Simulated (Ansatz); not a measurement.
# BF2 (sextet): from Hartree-Fock to the top rungs, def2-TZVPP

An exercise on one series of results from a longer session: the logs are not shown, and one member is left open.

The runs use Ansatz 0.2.0, Gaussian basis; def2-TZVPP, core rule «outside noble gas», up to 3 orbitals frozen.

The runs, in order: UHF; ROHF; CCSD(T) on UHF.

### The system

The geometry is a PBE0/def2-TZVP stationary point (not a proven minimum) of the parent state, kept for this charge and spin.

3 atoms, charge 0, spin multiplicity 6.

Atoms are counted from 1 here; the program's logs count them from 0.

Bond lengths: B1–F2 1.470 Å, B1–F3 1.470 Å. Angles: F2–B1–F3 82.4°.

The first run:

in.yaml reads:

```yaml
crystal:
  periodic: [false, false, false]
  atoms:
    - {symbol: B, position_ang: [0.000000, -0.860948, 0.000000]}
    - {symbol: F, position_ang: [0.000000, 0.244960, -0.967951]}
    - {symbol: F, position_ang: [0.000000, 0.244960, 0.967951]}
basis:
  gaussian: {orbitals: def2-TZVPP}
magnetization: {spin_polarized: true, initial_magnetization: 5}
hamiltonian: {xc: hf}
output: {orbitals: {seedname: orbitals}}
```

Run with:

```console
$ ansatz run in.yaml --threads 1 --pin off --events-out ev --progress --plain --max-ram 4096MiB --backend cpu
```

Steps of the session up to this table: UHF; ROHF; CCSD(T) on UHF.

One of the session's tables, all rows but one given; the rest of the session is left out.

It belongs to the step «Misses and costs». 

| method | from UCCSD(T) (kcal/mol) |
| --- | --- |
| ROHF | ? |
| UHF | +303.86 |
| UMP2 | +28.03 |
| UCCSD | +7.48 |
| UCCSD(T) | 0 |

Q: Estimate the row for ROHF from the others.

**Answer.** from UCCSD(T) (kcal/mol): +311.04. In the column «from UCCSD(T) (kcal/mol)» it is the highest.
